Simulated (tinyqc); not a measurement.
Ways to converge the cycle: SCF convergence aids in the sto-6g basis, for LiH, spin multiplicity 3. Computed by the program tinyqc with PySCF. UHF with one setting changed at a time; a run stops when the energy changes by less than 1e-09 hartree and the error matrix is below 1e-5. The start is the core Hamiltonian. Damping d keeps d of the old density; a shift (hartree) raises the virtual levels; DIIS n extrapolates F over n matrices.

Geometry (angstrom):
```
atom       x       y       z
Li    0.0000  0.0000  0.0000
H     0.0000  0.0000  2.6490
```

lowest solution found by these runs and by PySCF with stability checks = -7.866847 hartree

Largest element of the error matrix X^T (FDS - SDF) X:
```
iteration    plain  damping 0.3  damping 0.6  shift 0.4   DIIS 3   DIIS 8
1          2.2e-01      2.2e-01      2.2e-01    2.2e-01  2.2e-01  2.2e-01
2          9.0e-02      1.3e-01      1.7e-01    1.7e-01  9.0e-02  9.0e-02
3          3.0e-02      7.1e-02      1.3e-01    1.1e-01  7.6e-03  7.6e-03
4          9.5e-03      3.8e-02      9.4e-02    6.3e-02  3.6e-03  3.6e-03
5          4.0e-03      2.0e-02      6.9e-02    3.7e-02  2.0e-03  1.7e-03
6          2.5e-03      1.0e-02      5.1e-02    2.1e-02  5.4e-05  1.5e-05
8          1.1e-03      3.1e-03      2.7e-02    6.9e-03  2.5e-06  3.0e-08
10         4.9e-04      1.7e-03      1.4e-02    2.2e-03        -        -
14         9.8e-05      5.8e-04      4.0e-03    9.8e-04        -        -
20         8.8e-06      1.2e-04      1.2e-03    3.6e-04        -        -
30               -      8.6e-06      2.9e-04    6.8e-05        -        -
45               -            -      3.4e-05          -        -        -
```

How each run ends:
```
run          iterations  E (hartree)         state
plain                20     -7.86685  lowest found
damping 0.3          30     -7.86685  lowest found
damping 0.6          54     -7.86685  lowest found
shift 0.4            42     -7.86685  lowest found
DIIS 3                8     -7.86685  lowest found
DIIS 8                8     -7.86685  lowest found
```

What does the comparison show, and why?

6 of 6 runs reach the lowest solution found, in 8 to 54 iterations (fastest: DIIS 3, DIIS 8). Plain steps already contract here, so damping only slows them. DIIS 3 and DIIS 8 gain by cancelling the error over several earlier matrices, much as a quasi-Newton step does.
